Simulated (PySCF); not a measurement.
Job file and geometry (Å, from PBE0-D3(BJ)/def2-SVP) of an NMR shielding run on SMILES C#CPCP, C₃H₆P₂, GIAO B3LYP/pcSseg-2 NMR shielding, non-relativistic, gas phase in PySCF 2.14.0, density-fitted response routines; density fitting, a coarse starting grid and PySCF grid level 2 are the driver's defaults:

```
$ OMP_NUM_THREADS=1 python probes_run.py task.json out

{"job": {"kind": "nmr", "xc": "B3LYP", "basis": "pcSseg-2", "pop": false}, "charge": 0, "multiplicity": 1}
C      2.653118     0.402653    -0.270655
C      1.654277    -0.226444    -0.563676
P      0.272471    -1.282086    -0.902646
C     -1.104272    -0.354525    -0.059388
P     -1.439317     1.445810    -0.395781
H      3.536554     0.960442    -0.016800
H      0.030380    -0.815058    -2.232025
H     -2.028628    -0.915694    -0.277808
H     -0.945377    -0.468335     1.026065
H     -1.404429     1.364125    -1.823332
H     -0.087000     1.896495    -0.304898
```

Task: Write the output of this run.

Result: 
```
coarse grid: 10232 points
cycle   1  E = -800.6189315454  dE =  3.079e-01  |g| = 4.332e-01  |ddm| = 2.553e+00
cycle   2  E = -800.5964428055  dE =  2.249e-02  |g| = 4.967e-01  |ddm| = 1.177e+00
cycle   3  E = -800.6606869946  dE = -6.424e-02  |g| = 9.865e-02  |ddm| = 7.657e-01
cycle   4  E = -800.6621067226  dE = -1.420e-03  |g| = 6.234e-02  |ddm| = 1.227e-01
cycle   5  E = -800.6630530401  dE = -9.463e-04  |g| = 1.536e-02  |ddm| = 5.816e-02
cycle   6  E = -800.6631116751  dE = -5.864e-05  |g| = 4.368e-03  |ddm| = 1.855e-02
cycle   7  E = -800.6631161695  dE = -4.494e-06  |g| = 1.398e-03  |ddm| = 5.633e-03
final grid: 89712 points
cycle   8  E = -800.6755247213  dE = -4.062e-05  |g| = 3.097e-03  |ddm| = 6.754e-02
cycle   9  E = -800.6755236294  dE =  1.092e-06  |g| = 3.454e-03  |ddm| = 1.018e-02
cycle  10  E = -800.6755270988  dE = -3.469e-06  |g| = 4.229e-04  |ddm| = 5.710e-03
cycle  11  E = -800.6755271319  dE = -3.315e-08  |g| = 2.162e-04  |ddm| = 6.492e-04
cycle  12  E = -800.6755271400  dE = -8.139e-09  |g| = 1.363e-04  |ddm| = 2.683e-04
cycle  13  E = -800.6755271445  dE = -4.417e-09  |g| = 2.488e-05  |ddm| = 1.178e-04
cycle  14  E = -800.6755271446  dE = -1.373e-10  |g| = 8.313e-06  |ddm| = 2.680e-05
converged SCF energy = -800.6755271446

GIAO shielding tensors (ppm)
atom      isotropic    diamagn.    paramagn.     s11        s22        s33       span
  0 C       75.515     263.412    -187.897     -2.701      6.187    223.057    225.758
  1 C       94.390     259.044    -164.653     -8.313     -0.144    291.628    299.941
  2 P      331.941     964.540    -632.598    251.121    297.517    447.187    196.065
  3 C      165.202     247.401     -82.199    150.569    169.113    175.926     25.357
  4 P      406.560     964.808    -558.248    269.517    422.170    527.994    258.477
  5 H       28.617      32.634      -4.017     24.002     24.615     37.232     13.230
  6 H       27.115      29.707      -2.592     24.019     26.280     31.046      7.027
  7 H       30.250      30.856      -0.606     24.908     28.979     36.862     11.953
  8 H       30.369      32.303      -1.935     25.792     28.893     36.421     10.628
  9 H       28.526      30.365      -1.839     25.117     26.893     33.566      8.448
 10 H       26.941      31.019      -4.078     22.616     27.779     30.427      7.811
```

Size and cost of the density-fitted run: 278 basis functions, 55 s wall time on 1 thread of an Intel Xeon Platinum 8259CL, shared host; peak memory 1.1 GiB.
